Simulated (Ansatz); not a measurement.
System: hematite (α-Fe2O3). Method: PBE (plane waves, hard PAW; Ansatz, a first-principles code).

Run with plane-wave cutoff 930 eV, 10×10×10 k mesh, Fermi–Dirac smearing 0.05 eV, magnetic order afm+--+, spin-polarised with opposed moments.

Cell (relaxed at this level):

```
CELL_PARAMETERS angstrom
      4.84366    -2.50327     0.02123
      4.84366     2.50327     0.02123
      3.53183     0.00000     4.15380
ATOMIC_POSITIONS crystal
  Fe 0.35601 0.35601 0.35601
  Fe 0.14399 0.14399 0.14399
  Fe 0.64399 0.64399 0.64399
  Fe 0.85601 0.85601 0.85601
  O  0.55976 0.94024 0.25000
  O  0.25000 0.55976 0.94024
  O  0.94024 0.25000 0.55976
  O  0.44024 0.05976 0.75000
  O  0.75000 0.44024 0.05976
  O  0.05976 0.75000 0.44024
```

Problem. Give the computed magnetic moment (largest site, within a sphere) and band gap.

Solution. 
magnetic moment (largest site, within a sphere): 3.32 μB
band gap: 0.58 eV (on the SCF k mesh)

Measured, for comparison: band gap 2.6 eV (temperature not stated, no zero-point or thermal correction, photoemission and inverse photoemission; as tabulated in Parkinson (2016), arXiv:1602.06774). Computed (rounded) less measured: band gap -2.02 eV.

Moments are spin moments.

Static lattice: no zero-point or thermal effects.

Computing time: very roughly 30 core-minutes.
